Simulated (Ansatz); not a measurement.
Reaction (SMILES): [SiH4] (SiH4) → [SiH3-] + H+
B3LYP-D3(BJ)/def2-TZVP geometries, fixed; electronic energies without zero-point terms.

Basis-set convergence of the deprotonation energy at CCSD(T) with Ansatz (a first-principles code). Cartesian d functions, on some or all atoms, in 6-31G*, 6-31+G*, 6-31G**, 6-311+G**; all else is spherical. Cores are frozen. No added dispersion term, no relativity. Functions are those of the species that has most. Reference: Hartree-Fock in aug-cc-pV(Q+d)Z plus the correlation part extrapolated as X^-3 from aug-cc-pV(T+d)Z and aug-cc-pV(Q+d)Z, 379.61 kcal/mol, itself unsure by roughly 0.18 kcal/mol (a third of the extrapolation step and of the last Hartree-Fock step). Deviations are taken from unrounded values. Cost is core time over that of def2-TZVPPD, rough, on shared machines of one kind; a dash marks a row that isn't timed (too short, read off another run, short of memory, by another algorithm or on other hardware).

| basis | functions | deprotonation energy (kcal/mol) | minus reference (kcal/mol) | cost |
|---|---|---|---|---|
| STO-3G | 13 | 517.96 | 138.35 | - |
| 3-21G | 21 | 382.60 | 2.99 | - |
| 6-31G | 21 | 379.65 | 0.04 | - |
| def2-SV(P) | 26 | 382.56 | 2.95 | - |
| 6-31G* | 27 | 385.63 | 6.02 | - |
| 6-31+G* | 31 | 379.51 | -0.10 | - |
| def2-SVP | 38 | 389.13 | 9.53 | - |
| pcseg-1 | 38 | 386.50 | 6.89 | - |
| 6-31G** | 39 | 390.89 | 11.29 | - |
| 6-311+G** | 55 | 385.30 | 5.70 | - |
| def2-SVPD | 56 | 382.89 | 3.29 | - |
| cc-pV(T+d)Z | 95 | 383.41 | 3.80 | 0.5× |
| def2-TZVPPD | 116 | 380.87 | 1.26 | 1× |
| aug-pcseg-2 | 142 | 380.86 | 1.25 | 1× |
| aug-cc-pV(T+d)Z | 147 | 378.96 | -0.65 | 2× |
| pcseg-3 | 196 | 381.09 | 1.49 | 4× |
| aug-cc-pV(Q+d)Z | 273 | 379.53 | -0.08 | - |
| cc-pV(5+d)Z | 320 | 380.44 | 0.83 | - |

The smallest set listed that lies within 2 kcal/mol of the reference with all its larger relatives (same family, alike in diffuse functions; a set with none counts only in the reference's own line) is def2-TZVPPD (116 functions, 1× in cost, 1.26 kcal/mol off). Inside the window by cancellation, since a larger relative falls out: 6-31G, 6-31+G*. Inside, with no larger relative to test it: cc-pV(5+d)Z. (Relatives not listed, tested too: 6-311G** 8.17, 6-311++G(2d,2p) 1.94, 6-311++G(3df,3pd) 0.51, def2-QZVPPD 0.57, aug-pcseg-3 0.33, pcseg-4 0.46 kcal/mol.)
